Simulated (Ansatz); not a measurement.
The input, for Ansatz 0.2.0:

```yaml
crystal:
  periodic: [false, false, false]
  atoms:
    - {symbol: C, position_ang: [-0.015433, -0.009008, 1.787840]}
    - {symbol: Ge, position_ang: [-0.016266, -0.025151, -0.033313]}
    - {symbol: N, position_ang: [0.031698, 0.034159, -1.754527]}
basis:
  gaussian: {orbitals: STO-3G}
magnetization: {spin_polarized: false, initial_magnetization: 3}
correlation: {method: ccsdt_q, electrons: outside_noble_gas}
```

```sh
$ ansatz run in.yaml --threads 1 --pin off --events-out ev --progress --plain --max-ram 2393MiB
```

Log:

```
397 factors; integrals over basis functions are off by at most 3.5e-8 eV
mean field evaluation 1: about -58292.4096 eV, gradient 3.7e1 eV
mean field evaluation 2: about -58292.4500 eV, gradient 3.8e1 eV
mean field evaluation 4: about -58297.5231 eV, gradient 2.4e1 eV
mean field evaluation 8: about -58302.1883 eV, gradient 7.6e0 eV
mean field evaluation 16: about -58302.4998 eV, gradient 5.9e-2 eV
mean field evaluation 32: about -58302.4560 eV, gradient 3.3e-1 eV
mean field evaluation 64: about -58301.9375 eV, gradient 4.8e-1 eV
mean field evaluation 96: about -58301.0472 eV, gradient 6.1e0 eV
mean field evaluation 128: about -58297.4728 eV, gradient 5.3e0 eV
mean field evaluation 160: about -58302.4042 eV, gradient 5.4e-1 eV
...
mean field -58302.49983170 eV, -2142.5773499611 hartree, gradient 1.4e-6 eV, S^2 3.750000; 18 other end points of the search recorded, 0 dependent functions left out
...
determinant -58302.49983170 eV, -2142.5773499611 hartree, with singles and doubles -58308.66820624 eV, -2142.8040335445 hartree
determinant -58302.41283028 eV, -2142.5741527179 hartree, with singles and doubles -58306.81795481 eV, -2142.7360380586 hartree
determinant -58302.40862201 eV, -2142.5739980670 hartree, with singles and doubles -58306.82117951 eV, -2142.7361565640 hartree
determinant -58301.97945827 eV, -2142.5582265906 hartree, with singles and doubles -58307.66258428 eV, -2142.7670776191 hartree
determinant -58301.93987765 eV, -2142.5567720295 hartree, with singles and doubles -58306.83182773 eV, -2142.7365478789 hartree
determinant -58301.82904246 eV, -2142.5526989113 hartree, with singles and doubles -58306.83112620 eV, -2142.7365220981 hartree
determinant -58301.61729645 eV, -2142.5449173889 hartree, with singles and doubles -58308.71093306 eV, -2142.8056037263 hartree
determinant -58301.56051386 eV, -2142.5428306672 hartree, with singles and doubles -58308.67055138 eV, -2142.8041197269 hartree
determinant -58299.76503692 eV, -2142.4768481069 hartree, with singles and doubles -58304.56555877 eV, -2142.6532640310 hartree
determinant -58299.76340698 eV, -2142.4767882077 hartree, with singles and doubles -58304.56193605 eV, -2142.6531308984 hartree
determinant -58299.64413947 eV, -2142.4724052073 hartree, with singles and doubles -58303.93611009 eV, -2142.6301322183 hartree
determinant -58299.59186385 eV, -2142.4704841136 hartree, with singles and doubles -58303.89137436 eV, -2142.6284882106 hartree
determinant -58299.25768990 eV, -2142.4582034477 hartree, with singles and doubles -58302.18382800 eV, -2142.5657370394 hartree
determinant -58302.49983170 eV, -2142.5773499611 hartree, with singles and doubles -58308.73387132 eV, -2142.8064466917 hartree
determinant -58301.61729645 eV, -2142.5449173889 hartree, with singles and doubles -58308.81263365 eV, -2142.8093411537 hartree
determinant -58301.56051386 eV, -2142.5428306672 hartree, with singles and doubles -58308.70505979 eV, -2142.8053878876 hartree
...
unrestricted determinant -58305.68314058 eV, -2142.6943344049 hartree, S^2 5.0376
16 core orbitals not correlated, not the lowest: weight in the atoms' cores, before any rotation towards them, 0.760 or more for the frozen orbitals, at most 0.146 for the correlated occupied ones
reference -58302.49983170 eV, -2142.5773499611 hartree; 8, 5 occupied and 4, 7 virtual orbitals, 397 factors
second order -6.36149957 eV of doubles, -0.06561394 eV of singles
...
cycle  22  -6.49547935 eV  change    5.2e-5 eV  update   1.6e-5
cycle  23  -6.49546660 eV  change    1.3e-5 eV  update   1.1e-5
cycle  24  -6.49548414 eV  change   -1.8e-5 eV  update   8.2e-6
cycle  25  -6.49549819 eV  change   -1.4e-5 eV  update   6.3e-6
cycle  26  -6.49550296 eV  change   -4.8e-6 eV  update   4.1e-6
cycle  27  -6.49550646 eV  change   -3.5e-6 eV  update   2.8e-6
cycle  28  -6.49550472 eV  change    1.7e-6 eV  update   2.2e-6
cycle  29  -6.49550302 eV  change    1.7e-6 eV  update   1.4e-6
cycle  30  -6.49550418 eV  change   -1.2e-6 eV  update   8.1e-7
cycle  31  -6.49550514 eV  change   -9.6e-7 eV  update   3.8e-7
perturbative correction -0.11770569 eV, -0.0043256044 hartree
WARN: these amplitudes may be one of several solutions (largest doubles amplitude 0.21, level shift 0.28 eV)
Total energy: -58309.11304253 eV, -2142.8203809765 hartree
```

The T1 diagnostic is 0.082.

Ran on 1 thread of Arm Neoverse N1, shared host: 14 s wall, 0.15 GiB peak host memory.
